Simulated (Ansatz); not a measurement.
## Rock-salt EuN

These are r²SCAN (Ansatz, a program for electronic structure, PAW) values and carry that method's errors.

Run with plane-wave cutoff 500 eV, 14×14×14 k mesh, Fermi–Dirac smearing 0.05 eV, spin-polarised with parallel moments, scalar-relativistic PAW data made under PBE.

Cell (relaxed at this level):

```cif
data_EuN
_chemical_formula_sum 'Eu1 N1'
_space_group_name_H-M_alt 'P 1'
_space_group_IT_number 1
_cell_length_a 3.56474
_cell_length_b 3.56474
_cell_length_c 3.56474
_cell_angle_alpha 60.000
_cell_angle_beta 60.000
_cell_angle_gamma 60.000
loop_
_space_group_symop_operation_xyz
  'x, y, z'
loop_
_atom_site_label
_atom_site_type_symbol
_atom_site_fract_x
_atom_site_fract_y
_atom_site_fract_z
_atom_site_occupancy
Eu1 Eu 0.00000 0.00000 0.00000 1
N1 N 0.50000 0.50000 0.50000 1
```

| Item | Result |
|---|---|
| equilibrium volume per atom | 16.02 Å³/atom |
| equilibrium lattice constant a | 5.041 Å |

Note: the magnetic order was assumed, not searched for or taken from measurement; the 4f shell is treated without U or exact exchange, so its levels and filling can be wrong.

Spin–orbit coupling is not included.

The computed numbers hold no vibrational or temperature effects.

It cost roughly 2.1 core-minutes of CPU time.
